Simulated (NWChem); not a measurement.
System: S, triplet

All runs: NWChem. Spin-unrestricted. The open p shell is one determinant without spherical averaging. No stability test was run on the SCF state. B3LYP is NWChem's, with the RPA form of VWN correlation.

Problem. Taking B3LYP/def2-QZVP as the yardstick, which of these has the fewest basis functions while keeping “highest occupied level (eV)” within 0.05 eV of it: B3LYP/def2-TZVP; B3LYP/def2-TZVPP; B3LYP/def2-TZVPD; B3LYP/STO-3G; B3LYP/def2-SVP; B3LYP/def2-SVPD?

Solution. B3LYP/def2-SVPD (a larger set in the list lies outside the tolerance).
| level | basis functions | highest occupied level (eV) |
|---|---|---|
| B3LYP/STO-3G | 9 | -2.00 |
| B3LYP/def2-SVP | 18 | -6.73 |
| B3LYP/def2-SVPD | 27 | -7.19 |
| B3LYP/def2-TZVP | 37 | -7.14 |
| B3LYP/def2-TZVPP | 42 | -7.14 |
| B3LYP/def2-TZVPD | 46 | -7.21 |
| B3LYP/def2-QZVP | 70 | -7.20 |

The yardstick is one finite set, not the basis-set limit.
